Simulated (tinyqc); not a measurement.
Stretching all distances: RHF, UHF, MP2, CISD and CCSD against full CI in the sto-6g basis, for HF, spin multiplicity 1. Computed by the program tinyqc with PySCF. Command: `OMP_NUM_THREADS=1 python tinyqc.py 112576 112577 out.jsonl`; one thread of a shared host (Intel(R) Xeon(R) Processor @ 2.60GHz), about 8 s.

Geometry (angstrom):
```
atom       x       y       z
F     0.0000  0.0000  0.0000
H     0.0000  0.0000  0.8950
```

All coordinates are multiplied by the scale. c0^2 is the weight of the RHF determinant in the lowest singlet FCI state (UHF is spin-contaminated and may lie near states of higher spin) and n(LUMO) the first natural occupation beyond the occupied space.

Full CI energy (hartree) and errors against it (kcal/mol):
```
scale   distance 1-2 (angstrom)      E(FCI)       RHF      UHF      MP2    CISD    CCSD  <S^2> UHF    c0^2  n(LUMO)
0.8800                   0.7876  -99.469319   10.9947  10.9947   3.1990  0.0000  0.0000     0.0000  0.9919   0.0161
1.0800                   0.9666  -99.531477   18.7947  18.7947   6.4658  0.0000  0.0000     0.0000  0.9809   0.0376
1.2900                   1.1545  -99.515756   31.0235  31.0235  12.1445  0.0000  0.0000     0.0000  0.9576   0.0834
1.4900                   1.3336  -99.480431   47.1665  37.3272  20.0595  0.0000  0.0000     0.4376  0.9189   0.1597
1.6900                   1.5126  -99.446195   67.6375  28.3665  30.0809  0.0000  0.0000     0.7323  0.8623   0.2720
1.9000                   1.7005  -99.419348   92.4706  17.2418  41.3043  0.0000  0.0000     0.8764  0.7895   0.4169
2.1000                   1.8795  -99.403183  117.0044   9.5715  50.2754  0.0000  0.0000     0.9410  0.7193   0.5568
2.3100                   2.0675  -99.393627  141.1736   4.7941  55.5053  0.0000  0.0000     0.9730  0.6558   0.6837
2.5100                   2.2464  -99.388898  161.1734   2.3759  55.3282  0.0000  0.0000     0.9873  0.6088   0.7774
```

UHF parts from RHF first at scale 1.49 of those listed, where <S^2> leaves zero. The weight c0^2 goes from 0.99 to 0.61 and n(LUMO) from 0.02 to 0.78: static correlation grows as the bonds break into open-shell fragments. The spread of the error along the curve, which distorts its shape, is CISD 0.0, CCSD 0.0, UHF 35.0, MP2 52.3, RHF 150.2 kcal/mol. With one virtual orbital CISD and CCSD are exact.
